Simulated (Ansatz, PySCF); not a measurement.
Bond stretch in SMILES ClC (CH3Cl). The C1–H5 bond (C1 also carries Cl, H, H; H5 carries nothing else) is pulled apart rigidly from the PBE0/def2-TZVP optimised geometry.

Levels: UKS-B3LYP/6-31G* = unrestricted B3LYP/6-31G*, spherical d (PySCF); RMP2/3-21G = restricted MP2 (frozen core)/3-21G (PySCF); UKS-PBE = unrestricted PBE/cc-pVDZ run with Ansatz (an electronic-structure program); UHF/LANL2DZ = unrestricted Hartree-Fock/LANL2DZ, with its core potentials past Ne in PySCF; CASSCF(2,2)/cc-pVDZ (PySCF).

Energies are in kJ/mol, each relative to the lowest point of its own curve near equilibrium.

```
R / Å  UKS-B3LYP/6-31G*  RMP2/3-21G  UKS-PBE  UHF/LANL2DZ  CASSCF(2,2)
-----  ----------------  ----------  -------  -----------  -----------
0.88              114.1       114.6    126.7        106.4        129.8
0.92               68.5        68.4     78.3         61.5         80.4
0.99               20.5        20.0     25.9          [?]         26.9
1.01               12.7        12.1     16.8          8.7         17.6
1.06                1.7         1.4      3.2          0.1          3.5
1.09                0.0         0.0      0.1          0.0          [?]
1.12                1.3         [?]      0.0          3.0          0.0
1.16                6.9         7.7      3.9         11.0          3.7
1.20               16.0        17.2     11.3         22.6         11.1
1.25               31.0        32.8     24.5         41.0         24.2
1.36               73.6        76.3     63.2         91.2         62.8
1.48              127.0       130.7    112.7          [?]        111.7
1.61              186.3       191.6    168.0        223.5        165.4
1.79              264.2       272.8    240.2        296.7        233.2
1.97              333.7       346.1    303.9        334.8        289.0
2.19              394.9       421.6    368.6        357.8        339.6
2.39              426.3       476.2    405.1        367.8        370.5
2.66              448.3         [?]    429.1        373.8        395.3
2.95              459.1         [?]    439.8        376.2        408.3
3.26              464.3       573.6    444.5        377.2        414.3
3.85              467.6       542.1    447.3        377.9        417.5
```

Question: What belongs in the gaps?

Answer: 
- 0.99, UHF/LANL2DZ: 15.8
- 1.09, CASSCF(2,2): 0.2
- 1.12, RMP2/3-21G: 1.6
- 1.48, UHF/LANL2DZ: 153.7
- 2.66, RMP2/3-21G: 529.3
- 2.95, RMP2/3-21G: 562.4

The unrestricted determinant behind UKS-B3LYP/6-31G*, UKS-PBE is spin-contaminated at 2.19 to 3.85 Å (<S²> up to 1.0, against 0.00 for a pure singlet). The restricted form behind RMP2/3-21G keeps the bonding electrons paired and can't separate into open-shell fragments. The unrestricted determinant behind UHF/LANL2DZ is spin-contaminated at 1.79 to 3.85 Å (<S²> up to 1.0, against 0.00 for a pure singlet).
